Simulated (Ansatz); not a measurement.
## CH4BS, SMILES C[B]S: a single point in a Gaussian basis, step by step

Program: the Python package of Ansatz (0.2.0).

Notebook, run cell by cell (the value of a cell's last expression is shown):

In [1]:
```python
from pathlib import Path
import warnings

import ansatz as az
```

In [2]:
```python
warnings.simplefilter('ignore', az.DeckWarning)
```

In [3]:
```python
geometry_ang = [
    ('C', [-0.809, 0.3444, -0.1193]),
    ('B', [0.0031, -0.9437, -0.1027]),
    ('S', [1.8356, -0.8775, -0.3911]),
    ('H', [-1.5461, 0.3251, -0.9367]),
    ('H', [-0.2022, 1.2578, -0.3437]),
    ('H', [-1.3639, 0.5357, 0.8459]),
    ('H', [2.1437, -0.7098, 1.0018]),
]
ch4bs = az.Crystal.molecule()
for symbol, xyz in geometry_ang:
    ch4bs = ch4bs.atom(symbol, xyz)

model = (
    ch4bs.calculation()
    .basis(gaussian='cc-pVTZ')
    .functional('pbe0')
    .spin('collinear', total=1)
    .orbitals()
)
done = model.run(threads=1, backend='cpu', runs_dir='out')
report = done.report
```

In [4]:
```python
report['positions_ang']
```
Out [4]:
```text
[[-0.809, 0.3444, -0.1193], [0.0031, -0.9437, -0.1027], [1.8356, -0.8775, -0.3911],
 [-1.5461, 0.3251, -0.9367], [-0.2022, 1.2578, -0.3437], [-1.3639, 0.5357, 0.8459],
 [2.1437, -0.7098, 1.0018]]
```

In [5]:
```python
type(done).__name__, type(report).__name__
```
Out [5]:
```text
('RunOutcome', 'dict')
```

In [6]:
```python
print('reference energy %16.6f eV' % report['reference_energy_ev'])
print('total energy     %16.6f eV' % report['free_energy_ev'])
print('occupied orbitals outside the frozen core (up, down):', report['n_occupied'], ' frozen:', report['n_frozen'], ' virtual:', report['n_virtual'])
```
```text
reference energy    -12606.915393 eV
total energy        -12606.915393 eV
occupied orbitals outside the frozen core (up, down): [16, 15]  frozen: 0  virtual: [134, 135]
```

In [7]:
```python
state = report['mean_field']['state']
print(f'mean field: {state["energy"]["hartree"]:.7f} Ha, <S^2> = {abs(state["spin_squared"]):.4f}, stability: {state.get("stability", {}).get("kind")}')

lines = Path(report['orbitals_path']).read_text().splitlines()
field_of = lambda key: [line.split('=')[1].strip() for line in lines if line.startswith(key)]
orbitals = [(27.211386 * float(e), s, float(n)) for e, s, n in zip(field_of('Ene='), field_of('Spin='), field_of('Occup='))]
homo = max(e for e, _, n in orbitals if n > 0.5)
lumo = min(e for e, _, n in orbitals if n < 0.5)
print(f'HOMO {homo:.3f} eV, LUMO {lumo:.3f} eV, gap {lumo - homo:.3f} eV')
```
```text
mean field: -463.2955954 Ha, <S^2> = 0.7530, stability: minimum
HOMO -5.456 eV, LUMO -2.002 eV, gap 3.453 eV
```

What to keep in mind:
- Total energies depend on the basis set; only differences at equal settings carry meaning.
- The geometry is a force-field or estimated start, not a minimum of this method, and the basis set is short of its limit.
- The run takes the species as open-shell (spin multiplicity 2), which needn't be its ground state.
- Levels such as HOMO and LUMO are orbital energies: with these approximate functionals they aren't the ionisation energy and electron affinity, and their gap isn't the fundamental gap.
- Hardware and time: 7.6 s on 1 thread of Arm Neoverse V1, with other jobs on the host, peak memory 0.35 GiB.
